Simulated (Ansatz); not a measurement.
## Ge–CH$_{2}$, singlet in cc-pVTZ: errors against RCCSDT(Q)

Geometry: a PBE0/def2-TZVP stationary point for this spin, not checked as a minimum.

```yaml
atoms:
  - { symbol: Ge, position_ang: [0.0000, 0.0000, 0.3030] }
  - { symbol: C, position_ang: [0.0000, 0.0000, -1.4834] }
  - { symbol: H, position_ang: [0.0000, -0.9122, -2.0790] }
  - { symbol: H, position_ang: [0.0000, 0.9122, -2.0790] }
```

Basis cc-pVTZ; Ansatz 0.2.0. Correlated methods freeze the noble-gas cores and the filled d shells of p-block atoms, which leaves 10 electrons in 86 orbitals. Prefix R: restricted or restricted open-shell reference; prefix U: unrestricted. Active spaces: valence = (10e, 10o) chosen from the atoms' valence shells. No spin–orbit coupling is included, and no scalar relativity.

Full CI isn't at hand for all of this; RCCSDT(Q) serves as the reference, and is uncertain by about the last step of the cluster series. The frozen core follows each run's orbitals, which can shift R against U totals by a few meV for light atoms and by up to 0.1 eV past Ca.

```
UHF ⟨S²⟩                          : 0.395
T1 diagnostic (RCCSD)             : 0.0162
largest doubles amplitude (RCCSD) : 0.135
```

| level | E − E(RCCSDT(Q)) (mEh) | share of correlation (%) | wall time |
| --- | --- | --- | --- |
| RHF | 295.92 | 0.00 | – |
| RMP2 | 38.23 | 87.08 | – |
| RCCSD | 15.74 | 94.68 | – |
| RCCSD(T) | 1.79 | 99.40 | 2.5 s |
| BCCD(T) | 1.69 | 99.43 | 3.3 s |
| RCCSDT | 1.08 | 99.64 | – |
| CASSCF (valence space) | 177.31 | 40.08 | – |
| NEVPT2 (valence space) | 41.47 | 85.99 | 9 s (H100) |
| MRCISD (valence space) | 13.84 | 95.32 | – |
| MRCISD+Q (valence space) | 2.53 | 99.15 | 14 s (H100) |

The correlation energy at RCCSDT(Q), counted from RHF, is -8.052 eV. That run took 10 s on 2 threads of AMD EPYC 7R13 with a shared H100 80 GB, shared host.

Run but not shown, since their state or frozen core can't be matched to the reference's or they repeat it: UHF, UMP2, UCCSD, UCCSD(T), UCCSDT, UCCSDT(Q).

Times hold each run's SCF and search for its determinant on a shared host, so for small cases they say little of a method's own cost; rows without a card ran on 1 thread of AMD EPYC 7R13.

Natural occupations of CASSCF (valence space) about the gap: 1.982 1.976 1.976 1.936 1.919 0.083 0.057 0.028 0.022 0.021; effectively unpaired electrons, Σ n²(2−n)², 0.09.

Atomization energy (electronic, same basis, no zero-point term; atoms at the same level, unrestricted beside the R rows where the molecule is a closed shell, but restricted open-shell past Ca, as are all atoms' steps beyond CCSDT(Q)) at RCCSDT(Q): 1225.0 kJ/mol. Errors of other levels:

| level | error (kJ/mol) |
| --- | --- |
| RHF | -355.4 |
| RMP2 | 4.6 |
| RCCSD | -28.1 |
| RCCSD(T) | -1.9 |
| BCCD(T) | -1.5 |
| RCCSDT | -2.6 |
| CASSCF (valence space) | -113.3 |
| NEVPT2 (valence space) | -33.6 |
| MRCISD (valence space) | -25.3 |
| MRCISD+Q (valence space) | -9.6 |

This basis is far from its limit, so the value isn't to be set against a measured one. Truncated CI isn't size-consistent, which counts against it in atomization.
